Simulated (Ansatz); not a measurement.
Cartesian coordinates in Å:
```
C -0.670 1.322 -1.553
C 0.640 0.576 -1.317
Si 0.415 -1.111 -0.520
C -0.486 -0.988 1.124
C 0.205 -0.077 2.135
H -0.505 2.287 -2.038
H -1.348 0.747 -2.189
H -1.196 1.516 -0.614
H 1.173 0.434 -2.263
H 1.309 1.172 -0.686
H 1.753 -1.736 -0.303
H -0.359 -1.992 -1.443
H -1.508 -0.641 0.935
H -0.587 -2.000 1.530
H -0.333 -0.047 3.087
H 0.273 0.951 1.768
H 1.224 -0.414 2.345
```

Total charge 0; spin multiplicity 1.

(1) List the CAM-B3LYP/def2-TZVPP orbital energies in eV (Ansatz). (An estimate is asked.)

Results:

(1) Computed: Occupied: -1800.29, -278.58, -278.58, -278.33, -278.33, -144.89, -100.22, -100.21, -100.19, -23.05, -22.64, -19.15, -18.79, -15.52, -14.27, -13.93, -13.19, -13.04, -12.12, -11.83, -11.35, -11.21, -10.38, -9.83, -9.43. Lowest empty: 1.70, 1.97, 2.60, 2.74, 3.07, 3.20, 3.62, 3.91.
